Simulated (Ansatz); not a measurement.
Two shapes of singlet C3H8.

Shape 1:

```xyz
11

C     0.0322   -0.2933   -1.2827
C    -0.0433    0.6039   -0.0050
C     0.0374   -0.2624    1.3038
H     0.0328    0.3817   -2.1374
H     0.8800   -0.9197   -1.3690
H    -0.9103   -0.9491   -1.3021
H    -0.8790    1.2199   -0.0419
H     0.9135    1.2110   -0.0040
H     0.0069    0.3543    2.2199
H    -0.9353   -0.9148    1.3071
H     0.8800   -0.8857    1.2771
```

Shape 2:

```xyz
11

C     0.0036   -0.2926   -1.2923
C    -0.0268    0.6098    0.0196
C     0.0106   -0.2665    1.2904
H     0.0348    0.4024   -2.1593
H     0.8810   -0.9466   -1.3826
H    -0.8815   -0.9580   -1.3022
H    -0.8707    1.2409   -0.0618
H     0.9311    1.1934    0.0130
H     0.0096    0.3839    2.2151
H    -0.9478   -0.8949    1.2883
H     0.8757   -0.8589    1.2903
```

Basis set: 6-31G (spherical functions). Frozen core: 3 orbitals. Charge 0, multiplicity 1.

Computed with Ansatz (development build ahead of 0.2.0); each method stands on the lowest determinant of its kind that the runs found.

Problem. Which shape is lower in energy, and by how much in each method?

Solution.

```csv
method,E(2) − E(1) (eV)
RHF,-0.107
RHF-MP2,-0.125
```

Shape 2 is lower.
